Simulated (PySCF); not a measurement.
Method: PBE-D3(BJ)/def2-TZVP // B3LYP-D3(BJ)/def2-SVP (PySCF). All species are isolated molecules in the gas phase. 

Reference species (SMILES): `N` (neutral, multiplicity 1).

```
Property         Value
-------------  -------
HOMO–LUMO gap  6.26 eV
dipole moment   1.75 D
```

Changed species: `C#N` (free base NCH; the reference has free base NH3).

Q: Give the shifts of the HOMO–LUMO gap and dipole moment.

A: the HOMO–LUMO gap increases by 1.79 eV, to 8.05 eV; the dipole moment goes up by 1.19 D, to 2.94 D.
